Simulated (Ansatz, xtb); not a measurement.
# Ranking isomers of CHFSi−

4 gas-phase structures of CHFSi−, found in a search over its isomers (lower ones may exist). Each was relaxed with GFN2-xTB:

A. the doublet with the links of `[H]/[C]=[Si-]/F`
B. the doublet with the links of `[H]/[Si-]=[C]/F`
C. a doublet given by its coordinates
D. a doublet given by its coordinates

D (Å):

```yaml
atoms:
  - { symbol: C, position_ang: [0.3115, 0.4516, -1.0610] }
  - { symbol: F, position_ang: [0.4429, -1.3853, 1.9278] }
  - { symbol: Si, position_ang: [-0.3045, -0.0807, 0.4698] }
  - { symbol: H, position_ang: [1.3132, 0.0157, -1.3374] }
```

Close contacts (Å): C1–Si3 1.73, F2–Si3 2.09, C1–H4 1.13.

C (Å):

```xyz
4

C    -0.6028    0.9525   -1.1641
F     0.5675    0.4858    1.6806
Si   -0.4345    0.0772    0.3092
H    -0.9152   -1.1629    1.0263
```

Close contacts (Å): C1–Si3 1.72, F2–Si3 1.75, Si3–H4 1.51.

Question: Estimate their order in r2SCAN-D4/def2-SVPD energy at these geometries, lowest first.

Answer: Calculated order at r2SCAN-D4/def2-SVPD: A (0.0), D (29.9), C (33.7), B (47.2) kcal/mol.

Energies above the lowest of each column, in kcal/mol:

```json
{"structure": "A", "GFN2-xTB": "3.4", "HF/STO-3G": "0.0", "r2SCAN-D4/def2-SVPD": "0.0"}
{"structure": "D", "GFN2-xTB": "8.2", "HF/STO-3G": "58.7", "r2SCAN-D4/def2-SVPD": "29.9"}
{"structure": "C", "GFN2-xTB": "0.0", "HF/STO-3G": "38.3", "r2SCAN-D4/def2-SVPD": "33.7"}
{"structure": "B", "GFN2-xTB": "33.5", "HF/STO-3G": "8.0", "r2SCAN-D4/def2-SVPD": "47.2"}
```

r2SCAN-D4/def2-SVPD puts A lowest; GFN2-xTB picks C. Some further structures that were screened fall inside this span and aren't listed. Frequencies (PBE0-D3(BJ)/def2-SVPD) were run for A alone. Open shells are spin-unrestricted, some with notable spin contamination.

Over these structures GFN2-xTB departs from r2SCAN-D4/def2-SVPD by 11.3 kcal/mol on average once a common shift is removed. A GFN2-xTB relaxation took about 0.22 s and the r2SCAN-D4/def2-SVPD energy about 6 s on a shared host (Ansatz 0.2.0, xtb 6.7.1).
